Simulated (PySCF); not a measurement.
Si(H)3(Me) cation (CH₆Si), SMILES [SiH3]C (connectivity only; charge and spin as stated), charge +1, multiplicity 2.

Coordinates come from a B3LYP-D3(BJ)/def2-TZVP optimisation. The multiplicity is an assumed one; other spin states were not compared. The isomer is the one that the SMILES or the coordinates give; other isomers of the formula were not compared.

All values below come from B3LYP-D3(BJ)/def2-TZVP (PySCF).

Frequencies are harmonic and unscaled.

Modes within 1.5 cm⁻¹ of each other (mostly degenerate sets) share a row, with their intensities summed.

```
mode   ν (cm⁻¹)  IR (km/mol)  moving atoms (share of kinetic energy)
-----  --------  -----------  --------------------------------------
1           148          0.0                                 H 100 %
2           281          8.1                 C 56 %, Si 32 %, H 13 %
3–4         332          1.0                                  H 90 %
5–6         419          0.0                                 H 100 %
7           830        157.7                                  H 92 %
8–9         936        119.4                                  H 95 %
10         1117          9.7                          H 82 %, C 18 %
11–12      1400         17.0                           H 91 %, C 9 %
13         2259          0.3                                 H 100 %
14–15      2320          4.6                                  H 95 %
16         3047         23.6                                 H 100 %
17–18      3217         36.5                          H 89 %, C 11 %
```
